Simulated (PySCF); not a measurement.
Fluorine: a sound run and one with changed settings

Sound run: F [He] 2s2 2p5, F⁺ [He] 2s2 2p4. All numbers are calculated (PySCF 2.14, the non-relativistic Hamiltonian (point nucleus), in cc-pVDZ). In the sound run the correlated levels freeze 1s2. The sound run starts from symmetry-adapted Hartree-Fock orbitals and uses a fine grid where one is needed.

A second run was set up differently.

| species | method | sound run (hartree) | changed run (hartree) | converged |
| --- | --- | --- | --- | --- |
| F | MP2 | -99.51584 | -99.51776 | yes |
| F | CCSD(T) | -99.52757 | -99.52932 | yes |
| F⁺ | MP2 | -98.89901 | -98.90077 | yes |
| F⁺ | CCSD(T) | -98.91361 | -98.91523 | yes |

Ionisation energy of F:

| method | sound run (eV) | changed run (eV) |
| --- | --- | --- |
| UHF | 15.640 | 15.640 |
| MP2 | 16.785 | 16.789 |
| SCS-MP2 | 16.744 | 16.745 |
| CCSD | 16.704 | 16.707 |
| CCSD(T) | 16.707 | 16.710 |

(1) What was changed?
A. minimal basis
B. level shift left on
C. basis contracted for another Hamiltonian
D. all electrons correlated in a valence basis

Answers

(1) D. A valence basis has no tight correlating functions, so it recovers only part of the core correlation, and not evenly between atom and ion.
